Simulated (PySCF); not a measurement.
## Name the molecule from its bond curve

A diatomic of charge 0 contains F. Its doublet curve at PBE0 in a double-zeta basis (no relativity, PySCF), in eV from the separated fragments:

| R (Å) | E (eV) |
| --- | --- |
| 1.141 | -1.268 |
| 1.194 | -1.899 |
| 1.247 | -2.242 |
| 1.287 | -2.362 |
| 1.327 | -2.393 |
| 1.367 | -2.356 |
| 1.420 | -2.228 |
| 1.486 | -1.980 |
| 1.566 | -1.608 |
| 1.672 | -1.099 |

The fit gives ωe = 1171 cm⁻¹ and the rotational constant Bₑ = 1.108 cm⁻¹.

Task: Which atom is the partner?

Result: The minimum lies at 1.324 Å, so the reduced mass is 16.8576 u Å² cm⁻¹/(Bₑ·Re²) = 8.679 u. With F at 19.00 u the partner weighs about 16.0 u: O. The molecule is OF.

The state was picked by a PBE0 search and need not be the measured ground state.
